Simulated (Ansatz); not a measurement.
## CCSD(T) against full CI for several species

Each species is computed at the geometry given (Å), with frozen cores, in Ansatz 0.2.0: RHF-CCSD(T) for singlets, UHF-CCSD(T) otherwise, and full CI in the same basis. The program picks the determinant by trial CCSD, so it needn't be the lowest Hartree–Fock solution. States: H2O A1, NO Π, HS Π. Cases whose determinant has another symmetry than full CI's state, or whose (Q) step broke down, weren't drawn.

Judging by size, spin and bonding and the diagnostics given, rank them by the size of CCSD(T)'s error in total energy against full CI in the same basis, smallest first (an estimate).
A. H2O, singlet, 6-31G*: O 0.000 0.000 0.067; H 0.000 0.763 -0.530; H 0.000 -0.763 -0.530. T1 0.006, (T) -52 meV in a correlation energy of -5.39 eV
B. HS, doublet, 6-31G*: S 0.000 0.000 0.000; H 0.000 0.000 1.344. T1 0.007, (T) -57 meV in a correlation energy of -3.27 eV
C. NO, doublet, 6-31G: N 0.000 0.000 0.000; O 0.000 0.000 1.143. T1 0.039, (T) -186 meV in a correlation energy of -6.25 eV

B (13.1 meV), A (18.4 meV), C (55.7 meV).

| species | basis | correlated electrons | CCSD(T) − full CI (meV) | CCSDT(Q) − full CI (meV) | unpaired electrons (full CI) | T1 | ⟨S²⟩ of the determinant |
| --- | --- | --- | --- | --- | --- | --- | --- |
| HS, doublet | 6-31G* | 7 | 13.1 | 0.0 | 1.03 | 0.007 | 0.76 |
| H2O, singlet | 6-31G* | 8 | 18.4 | -0.3 | 0.02 | 0.006 | 0.00 |
| NO, doublet | 6-31G | 11 | 55.7 | -1.3 | 1.07 | 0.039 | 0.84 |

Unpaired electrons are Σ n²(2−n)² over natural occupations; an open shell counts its own unpaired electrons too. Frozen cores follow each run's orbitals, which moves totals by a few meV.
